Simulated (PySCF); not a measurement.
C₂H₇OP.
SMILES: `C[PH](C)=O`

Level of theory: PySCF, PBE0-D3(BJ)/def2-SVP geometry optimisation, gas phase.

Take the most abundant isotopes and a rigid rotor. 

(1) What are A, B and C (cm⁻¹)?

(2) What kind of rotor is it?

(3) Is it planar, by Δ = Ic − Ia − Ib?

(4) Give the other two planar moments, Paa and Pbb, and the rms extents of the mass along the axes.

(5) List the rotational levels J(Ka,Kc) to J = 4 (cm⁻¹).

(6) Which types of transition are allowed, and where do some lines up to J = 3 fall?

Results:

(1) Ia = 75.73, Ib = 80.15, Ic = 134.50 u·Å²; 505379 MHz·u·Å²/I gives 6674, 6305 and 3757 MHz, that is A = 0.22261, B = 0.21032, C = 0.12533 cm⁻¹.

(2) An asymmetric top; Ray's κ = 0.747.

(3) Not planar: Δ = Ic − Ia − Ib = -21.37 u·Å². For a rigid frame Δ = −2 Σ m c², so Σ m c² = 10.69 u·Å² lies off the ab plane: 6.42 from hydrogen and 4.27 from heavier atoms. The atom farthest from that plane is 1.70 Å away.

(4) Paa = Σ m a² = (Ib + Ic − Ia)/2 = 69.46 and Pbb = Σ m b² = (Ia + Ic − Ib)/2 = 65.04 u·Å². With the mass M = 78.02 u, the rms extents √(P/M) along a, b and c are 0.94, 0.91, 0.37 Å.

(5) Above 0(0,0):
J = 1: 1(0,1) 0.3357, 1(1,1) 0.3479, 1(1,0) 0.4329
J = 2: 2(0,2) 0.9330, 2(1,2) 0.9343, 2(1,1) 1.1892, 2(2,1) 1.2261, 2(2,0) 1.3000
J = 3: 3(0,3) 1.7766, 3(1,3) 1.7767, 3(1,2) 2.2270, 3(2,2) 2.2331, 3(2,1) 2.4704, 3(3,1) 2.5441, 3(3,0) 2.6037
J = 4: 4(0,4) 2.8702, 4(1,4) 2.8702, 4(1,3) 3.5056, 4(2,3) 3.5061, 4(2,2) 3.9480, 4(3,2) 3.9658, 4(3,1) 4.1803, 4(4,1) 4.3026, 4(4,0) 4.3472

(6) The dipole components are |μa| = 0.07 D, |μb| = 4.00 D, |μc| = 0.75 D. The squared components, which scale the intensities, stand as 0.00 : 1.00 : 0.04 (a : b : c). Some lines, for components of 0.1 D or more:

```tsv
type	branch	J(Ka,Kc)	MHz	lower level (cm⁻¹)
c	Q	1(1,1) ← 1(0,1)	368	0.336
c	Q	2(2,1) ← 2(1,1)	1105	1.189
b	Q	1(1,0) ← 1(0,1)	2916	0.336
b	Q	3(3,0) ← 3(2,1)	3996	2.470
b	Q	3(2,1) ← 3(1,2)	7299	2.227
b	Q	2(1,1) ← 2(0,2)	7681	0.933
b	Q	3(3,1) ← 3(2,2)	9324	2.233
b	R	1(1,1) ← 0(0,0)	10431	0.000
b	Q	3(1,2) ← 3(0,3)	13502	1.777
b	Q	3(2,2) ← 3(1,3)	13683	1.777
b	R	3(0,3) ← 2(1,2)	25252	0.934
b	R	3(1,3) ← 2(0,2)	25291	0.933
c	R	2(1,1) ← 1(0,1)	25590	0.336
b	R	3(1,2) ← 2(2,1)	30005	1.226
c	R	3(2,1) ← 2(1,1)	38409	1.189
c	R	3(2,2) ← 2(1,2)	38937	0.934
c	R	3(3,0) ← 2(2,0)	39083	1.300
b	R	3(2,1) ← 2(1,2)	46053	0.934
```

PBE0-D3(BJ)/def2-SVP frequencies: not computed here. No vibrational averaging or centrifugal distortion is included, and the geometry carries the error of its method. A rigid rotor knows nothing of internal rotation, which can split or shift real lines.
